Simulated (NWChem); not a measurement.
**C3H2O+ (SMILES [CH2+][C]=C=O) at 3 levels**

Wanted: a comparison of 3 runs (UHF/STO-3G, UHF/3-21G, UB3LYP/6-31G*) of C3H2O+. 

The results are computed with NWChem 7.3.0.

## 1. Starting point

C3H2O+ has 6 atoms, charge +1, and is taken as a doublet. SMILES: `[CH2+][C]=C=O`. The coordinates come from a GFN2-xTB relaxation.

Bond lengths: C1–C2 1.283 Å, C2–C3 1.315 Å, C3–O4 1.131 Å, C1–H5 1.096 Å, C1–H6 1.095 Å. Angles: C1–C2–C3 179.8°, C2–C3–O4 179.9°, C2–C1–H5 123.8°, C2–C1–H6 123.7°, H5–C1–H6 112.5°.

## 2. Energy and gradient at UHF/STO-3G (run 1)

a.nw

```
start a
title "C3H2O"
memory stack 880 mb heap 220 mb global 1100 mb
charge 1

geometry units angstroms noautosym nocenter noautoz
C     -0.300140     0.977400    -0.300850
C      0.059050    -0.199820     0.062550
C      0.430620    -1.405680     0.432960
O      0.751350    -2.442640     0.751450
H      0.269630     1.599230    -1.000250
H     -1.210500     1.471500     0.054140
end

basis spherical bse
* library STO-3G
end

scf
doublet
uhf
thresh 1e-08
maxiter 80
print low
end

task scf gradient
```

Command:

```sh
$ nwchem a.nw > a.out
```

Output:

```text
[...]
  functions       =    22
[...]
  wavefunction    = UHF
[...]
         Total SCF energy =   -186.863042869421
      One electron energy =   -421.908812974310
      Two electron energy =    145.806590663815
 Nuclear repulsion energy =     89.239179441073
                       Sz =      0.5000
                 Sz(Sz+1) =      0.7500
                      S^2 =      1.2221
[...]
                         UHF ENERGY GRADIENTS
    atom               coordinates                        gradient
                 x          y          z           x          y          z
   1 C      -0.567182   1.847018  -0.568524    0.024606  -0.081691   0.025440
   2 C       0.111588  -0.377605   0.118202   -0.018071   0.059307  -0.018303
   3 C       0.813754  -2.656350   0.818176    0.037420  -0.121458   0.037347
   4 O       1.419846  -4.615920   1.420035   -0.042467   0.137636  -0.042299
   5 H       0.509527   3.022106  -1.890198   -0.006499   0.002806   0.002905
   6 H      -2.287513   2.780732   0.102310    0.005010   0.003400  -0.005089
 Task  times  cpu:        1.5s     wall:        1.5s
 Total times  cpu:        1.5s     wall:        1.5s
```

It took 2.2 s on 1 thread of Intel Xeon 6975P-C (Granite Rapids), shared host; peak memory 0.099 GiB.

## 3. Energy and forces at UHF/3-21G (run 2)

a.nw

```
start a
memory 2200 mb
charge 1
geometry units angstrom noautosym nocenter noautoz
   C     -0.300140     0.977400    -0.300850
   C      0.059050    -0.199820     0.062550
   C      0.430620    -1.405680     0.432960
   O      0.751350    -2.442640     0.751450
   H      0.269630     1.599230    -1.000250
   H     -1.210500     1.471500     0.054140
end
basis spherical bse
   * library 3-21G
end
scf
   doublet
   uhf
   thresh 1e-08
   maxiter 80
end
task scf gradient
```

Command:

```sh
$ nwchem a.nw > a.out
```

Output:

```text
[...]
  functions       =    40
[...]
  wavefunction    = UHF
[...]
         Total SCF energy =   -188.192124995158
      One electron energy =   -423.307367433394
      Two electron energy =    145.876062997163
 Nuclear repulsion energy =     89.239179441073
                       Sz =      0.5000
                 Sz(Sz+1) =      0.7500
                      S^2 =      0.9993
[...]
                         UHF ENERGY GRADIENTS
    atom               coordinates                        gradient
                 x          y          z           x          y          z
   1 C      -0.567182   1.847018  -0.568524    0.015260  -0.050664   0.015780
   2 C       0.111588  -0.377605   0.118202   -0.013959   0.045569  -0.014008
   3 C       0.813754  -2.656350   0.818176    0.012410  -0.040834   0.012580
   4 O       1.419846  -4.615920   1.420035   -0.007424   0.024393  -0.007515
   5 H       0.509527   3.022106  -1.890198    0.000164   0.011211  -0.005855
   6 H      -2.287513   2.780732   0.102310   -0.006451   0.010326  -0.000981
[...]
```

Wall time 2 s (1 thread of Intel Xeon 6975P-C (Granite Rapids), shared host); peak memory 0.097 GiB.

## 4. Energy and gradient at UB3LYP/6-31G(d) (Cartesian functions) (run 3)

run.py

```python
from ase import Atoms
from ase.calculators.nwchem import NWChem

atoms = Atoms(['C', 'C', 'C', 'O', 'H', 'H'], positions=[
    [-0.300140, 0.977400, -0.300850],
    [0.059050, -0.199820, 0.062550],
    [0.430620, -1.405680, 0.432960],
    [0.751350, -2.442640, 0.751450],
    [0.269630, 1.599230, -1.000250],
    [-1.210500, 1.471500, 0.054140],
])

calc = NWChem(
    label='job',
    theory='dft',
    memory='2200 mb',
    basis='6-31G*',
    charge=1,
    dft={'xc': 'b3lyp', 'mult': '2', 'grid': 'xfine', 'convergence': 'energy 1e-08', 'iterations': '100', 'mulliken': None},
)
atoms.calc = calc

forces = atoms.get_forces()
print(f"energy = {atoms.get_potential_energy():.6f} eV")
print("forces (eV/A):")
for s, f in zip(atoms.symbols, forces):
    print(f"{s:2s} {f[0]:10.5f} {f[1]:10.5f} {f[2]:10.5f}")
```

Command:

```sh
$ export ASE_NWCHEM_COMMAND="nwchem PREFIX.nwi > PREFIX.nwo"
$ python run.py
```

Output:

```text
energy = -5179.110178 eV
forces (eV/A):
C    -0.50229    1.67749   -0.52466
C     0.31121   -1.01085    0.30936
C    -0.49036    1.60447   -0.49370
O     0.60555   -1.97337    0.60719
H     0.22446   -0.14064   -0.07796
H    -0.14856   -0.15715    0.17977
```

The calculator wrote job.nwi:

```
title "job"

permanent_dir job

scratch_dir job

start job

geometry units angstrom nocenter noautosym noautoz
  C  -3.0014000000000002e-01 9.7740000000000005e-01 -3.0085000000000001e-01
  C  5.9049999999999998e-02 -1.9982000000000000e-01 6.2549999999999994e-02
  C  4.3062000000000000e-01 -1.4056800000000000e+00 4.3296000000000001e-01
  O  7.5134999999999996e-01 -2.4426399999999999e+00 7.5144999999999995e-01
  H  2.6962999999999998e-01 1.5992299999999999e+00 -1.0002500000000001e+00
  H  -1.2104999999999999e+00 1.4715000000000000e+00 5.4140000000000001e-02
end

charge 1

memory 2200 mb

basis noprint
   * library 6-31G*
end

dft
  xc b3lyp
  mult 2
  grid xfine
  convergence energy 1e-08
  iterations 100
  mulliken
end

task dft gradient
```

job.nwo, cut to the lines that bear on the results:

```text
[...]
      One electron energy =     -425.856898839124
[... 2 lines left out ...]
 Nuclear repulsion energy =       89.239179441073
[... 1032 lines left out ...]
          Convergence on energy requested:  1.00D-08
[... 24 lines left out ...]
          Spatial weights used:  Erf1
[...]
  wavefunction    = open shell
                         DFT ENERGY GRADIENTS
    atom               coordinates                        gradient
                 x          y          z           x          y          z
   1 C      -0.567182   1.847018  -0.568524    0.009768  -0.032622   0.010203
   2 C       0.111588  -0.377605   0.118202   -0.006052   0.019658  -0.006016
   3 C       0.813754  -2.656350   0.818176    0.009536  -0.031202   0.009601
   4 O       1.419846  -4.615920   1.420035   -0.011776   0.038376  -0.011808
   5 H       0.509527   3.022106  -1.890198   -0.004365   0.002735   0.001516
   6 H      -2.287513   2.780732   0.102310    0.002889   0.003056  -0.003496
[...]
```

Run time: 27 s. Hardware: 1 thread of Intel Xeon 6975P-C (Granite Rapids), shared host; peak memory 0.13 GiB.

## 5. The series

```csv
run,level,Cartesian functions,iteration cap,energy (Eh),⟨S²⟩,largest force (eV/Å),wall time
1,UHF/STO-3G,no,80,-186.863043,1.222,7.720,2.2 s
2,UHF/3-21G,no,80,-188.192125,0.999,2.839,2 s
3,UB3LYP/6-31G* (Cartesian functions),yes,100,-190.328790,0.760,2.152,27 s
```

## 6. What came out

| quantity | value |
| --- | --- |
| run 3: total energy | -190.32879 Eh |
| run 3: HOMO energy (highest over α and β) | -14.59 eV |
| run 3: LUMO energy (lowest over α and β) | -11.39 eV |
| run 3: ⟨S²⟩ | 0.760 |
| run 3: largest force on an atom | 2.152 eV/Å |

In run 1 the basis is minimal, so the values are rough. Spin contamination of the reference: run 1 ⟨S²⟩ = 1.22, run 2 ⟨S²⟩ = 1.00. All runs together took 31 s, the longest 27 s.
